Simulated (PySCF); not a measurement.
Single point on AlB⁻

State: ⁴Σ⁻ (quartet), unpaired electrons σ ↑, π ↑↑.

An equivalent input (the run itself took its basis sets from the Basis Set Exchange, started from a PBE0 density and held the occupation σ 7α 6β, πx 2α 1β, πy 2α 1β):

```python
from pyscf import gto, scf, cc
mol = gto.M(atom='Al 0 0 0; B 0 0 2.085', basis={'Al': 'aug-cc-pV(D+d)Z', 'B': 'aug-cc-pVDZ'},
            charge=-1, spin=3, verbose=4, symmetry='C2v')
mf = scf.UHF(mol)
mf.irrep_nelec = {'A1': (7, 6), 'B1': (2, 1), 'B2': (2, 1)}
mf.conv_tol = 1e-9
mf.max_cycle = 60
mf.diis_space = 10
mf.kernel()
mycc = cc.CCSD(mf, frozen=[[0, 1, 2, 3, 4, 5], [0, 1, 2, 3, 4, 5]])
mycc.run(conv_tol=1e-7, conv_tol_normt=1e-5, max_cycle=80, diis_space=8)
et = mycc.ccsd_t()
```

The SCF ended at -266.48668156 hartree. The coupled-cluster part of the log:

```
******** <class 'pyscf.cc.uccsd.UCCSD'> ********
CC2 = 0
CCSD nocc = (5, 2), nmo = (49, 49)
frozen orbitals [[0, 1, 2, 3, 4, 5], [0, 1, 2, 3, 4, 5]]
max_cycle = 80
direct = 0
conv_tol = 1e-07
conv_tol_normt = 1e-05
diis_space = 8
diis_start_cycle = 0
diis_start_energy_diff = 1e+09
Init t2, MP2 energy = -0.108499101349615
Init E_corr(UCCSD) = -0.108499101362263
cycle = 1  E_corr(UCCSD) = -0.127479432346523  dE = -0.018980331  norm(t1,t2) = 0.0877712
cycle = 2  E_corr(UCCSD) = -0.133250708838919  dE = -0.00577127649  norm(t1,t2) = 0.0422056
cycle = 3  E_corr(UCCSD) = -0.137593325170087  dE = -0.00434261633  norm(t1,t2) = 0.0293578
cycle = 4  E_corr(UCCSD) = -0.13860614300758  dE = -0.00101281784  norm(t1,t2) = 0.0157549
cycle = 5  E_corr(UCCSD) = -0.138876248068772  dE = -0.000270105061  norm(t1,t2) = 0.00989643
cycle = 6  E_corr(UCCSD) = -0.139101675086916  dE = -0.000225427018  norm(t1,t2) = 0.0033394
cycle = 7  E_corr(UCCSD) = -0.139102447416426  dE = -7.7232951e-07  norm(t1,t2) = 0.00117768
cycle = 8  E_corr(UCCSD) = -0.139096098268298  dE = 6.34914813e-06  norm(t1,t2) = 0.00055691
cycle = 9  E_corr(UCCSD) = -0.139100975145823  dE = -4.87687753e-06  norm(t1,t2) = 0.000205172
cycle = 10  E_corr(UCCSD) = -0.139098148080753  dE = 2.82706507e-06  norm(t1,t2) = 7.95094e-05
cycle = 11  E_corr(UCCSD) = -0.139098697890902  dE = -5.49810149e-07  norm(t1,t2) = 3.63954e-05
cycle = 12  E_corr(UCCSD) = -0.139098667660995  dE = 3.02299075e-08  norm(t1,t2) = 1.64052e-05
cycle = 13  E_corr(UCCSD) = -0.139099030447301  dE = -3.62786306e-07  norm(t1,t2) = 7.37572e-06
cycle = 14  E_corr(UCCSD) = -0.139099117996441  dE = -8.75491399e-08  norm(t1,t2) = 3.14644e-06
UCCSD converged
E(UCCSD) = -266.6257806743504  E_corr = -0.1390991179964409
UCCSD(T) correction = -0.00845397322929561
```

T1 diagnostic 0.053, D1 0.165, 7 electrons correlated.

Repeating this along the bond gives Re = 2.110 Å and ωe = 570 cm⁻¹.

A point of this curve took 2.3 CPU seconds beside 0.098 for the integrals, on AMD EPYC 9R14 (shared host).

Correlated steps freeze 6 core orbitals. The CCSD T1 diagnostic is raised, a sign that a single reference may not be enough here. The state is the lowest determinant that a PBE0 search found; another state may lie lower at other levels.
